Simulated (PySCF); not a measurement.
**Molecular orbitals of BN⁺**

r²SCAN at R = 1.442 Å; B cc-pVTZ, N cc-pVTZ; no relativity (PySCF 2.14). State: ⁴Σ⁻ (quartet), unpaired electrons σ ↑, π ↑↑. Only the outer orbitals are listed, counted within each symmetry.

```tsv
spin	orbital	occ.	ε (eV)	on B (%)	main shells (%)
α	3σ	1	-32.59	21	72 N s, 11 B s, 9 B p
α	4σ	1	-20.15	42	41 B s, 40 N p, 17 N s
α	1π	1	-18.90	20	79 N p, 18 B p
α	1π	1	-18.90	20	79 N p, 18 B p
α	5σ	1	-17.12	72	41 B p, 30 B s, 24 N p
α	2π	0	-11.45	83	82 B p, 17 N p
α	2π	0	-11.45	83	82 B p, 17 N p
β	3σ	1	-28.87	29	64 N s, 16 B s, 12 B p
β	4σ	1	-17.99	21	54 N p, 25 N s, 19 B s
β	1π	0	-14.57	34	66 N p, 30 B p
β	1π	0	-14.57	34	66 N p, 30 B p
β	5σ	0	-12.39	88	56 B s, 30 B p, 11 N p
```

Question: Which are the highest filled and the lowest empty level, where do they sit, and how wide is the gap?

Answer: Highest filled α 5σ at -17.12 eV (in %: 41 B p, 30 B s, 24 N p); lowest empty β 1π at -14.57 eV (in %: 66 N p, 30 B p); the gap at r²SCAN is 2.55 eV.

```json
{
 "bond order (Mayer)": "1.69",
 "⟨S²⟩": "3.755",
 "charge on B (Mulliken, basis-dependent)": "0.74",
 "charge on B (Löwdin, basis-dependent)": "0.58",
 "dipole moment (positive dipole points towards N; it is taken about the centre of mass and depends on that origin)": "-2.83 D"
}
```

The state is the lowest determinant that a PBE0 search found; another state may lie lower at other levels.
